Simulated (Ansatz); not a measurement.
A made-up structure of CH2LiO, doublet:

Li1  (-2.256, 0.151, -0.305)
O2  (-0.678, 0.045, -0.085)
C3  (0.609, -0.046, 0.148)
H4  (-0.458, -0.159, 0.838)
H5  (1.214, 0.859, 0.200)
(Å)

It is relaxed with PBE-D4/def2-SVP and then PBE0-D4/def2-TZVP (Ansatz 0.2.0). Atoms count as bonded within 1.22 times the sum of their covalent radii (H–H: 0.88 Å). The end point is not checked to be a true minimum.

Question: Does its bonding change? (Judge from chemistry; the calculation decides.)

Answer: By the calculation: Yes. Formed: none; broken: O2–H4.

Where it ends: The first stage lowers the energy by 5.05 eV in 18 steps. It ends as CH₂LiO ([Li][O][CH2]):
```
5
angstrom
Li -2.3940 0.3450 -0.7609
O -0.9391 0.2275 -0.1125
C 0.2424 0.1714 0.4530
H 0.4327 -0.5652 1.2340
H 1.0900 0.6712 -0.0167
```

Labels in which every atom is bracketed show which atoms are joined, not bond orders.

For scale, one of the runs: PBE0-D4/def2-TZVP relaxation, 88 basis functions, launched by `ansatz run in.yaml --threads 2 --pin off --events-out ev --progress --plain --max-ram 4352MiB`. Hardware: 2 CPU threads of an Arm Neoverse V2, shared host. Wall time about 14 s.
